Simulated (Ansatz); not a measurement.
Ge2⁺, doublet: the ladder up to full CI

Geometry: that of the Ge2, triplet, kept fixed. The quartet lies 0.8 eV lower here.

```xyz
2

Ge    0.0000    0.0000    0.0000
Ge    0.0000    0.0000    2.3831
```

Basis cc-pVDZ; Ansatz 0.2.0. Only valence electrons are correlated (noble-gas cores and the filled d shells of p-block atoms frozen), which leaves 7 electrons in 26 orbitals. R marks a restricted (for open shells ROHF) determinant, U an unrestricted one. Active spaces: valence = (7e, 8o) chosen from the atoms' valence shells. No spin–orbit coupling is included, and no scalar relativity.

Full CI is exact within this basis and frozen core; it isn't the basis-set limit. The frozen core follows each run's orbitals, which can shift R against U totals by a few meV for light atoms and by up to 0.1 eV past Ca.

For open shells CISD and CISDTQ are restricted-active-space CI with the open shells as a complete middle space.

The determinant under UMP2, UCCSD, UCCSD(T), UCCSDT, UCCSDT(Q) fills its π shells in a way that full CI's natural occupations don't show, so these levels stand on another configuration than full CI's state and aren't compared.

```
UHF ⟨S²⟩                            : 1.782
⟨S²⟩ of the determinant under UCCSD : 1.796
T1 diagnostic (RCCSD)               : 0.0169
largest doubles amplitude (RCCSD)   : 0.106
```

```
   level  E − E(RHF) (eV)
    RMP2          -2.7468
   RCCSD          -3.6351
RCCSD(T)          -3.7548
```

(1) Estimate how far full CI in cc-pVDZ lies from RCCSD(T). The table doesn't fix it; the size of (T) and the diagnostics are the guide.

(1) Full CI in cc-pVDZ lies 6.3 kJ/mol below RCCSD(T), which is 55 % of the (T) step (-11.6 kJ/mol). The diagnostics give no warning, yet the rest is a sizeable part of (T). The miss exceeds 1 kcal/mol.

The other levels:

```
    level  E − E(full CI) (kJ/mol)  share of correlation (%)    wall time
     CISD                     40.0                     89.14        6.5 s
  BCCD(T)                      6.3                     98.28         29 s
   RCCSDT                      1.7                     99.55            –
   CISDTQ                      2.1                     99.44         21 s
RCCSDT(Q)                      0.5                     99.86         36 s
  RCCSDTQ                      0.1                     99.98  24 s (H100)
```

The correlation energy at full CI, counted from RHF, is -3.821 eV. That run took 32 s on 2 threads of AMD EPYC 7R13 with a shared H100 80 GB, shared host over 4,858,912 determinants.

Run but not shown, since their state, orbitals or frozen core can't be matched to the reference's or they repeat it: UHF, UMP2, UCCSD, UCCSD(T), UCCSDT, UCCSDT(Q), UCCSDTQ, CASSCF (valence space), NEVPT2 (valence space), MRCISD (valence space), MRCISD+Q (valence space).

Times hold each run's SCF and search for its determinant on a shared host, so for small cases they say little of a method's own cost; rows without a card ran on 1 thread of AMD EPYC 7R13. Some runs computed forces too.

The full-CI state has the irrep B2u of D2h, in the program's axes (one component, if the state is degenerate).

Natural occupations of full CI about the gap: 1.945 1.908 1.741 0.973 0.202 0.054 0.048 0.045 0.014 0.014; effectively unpaired electrons, Σ n²(2−n)², 1.40.
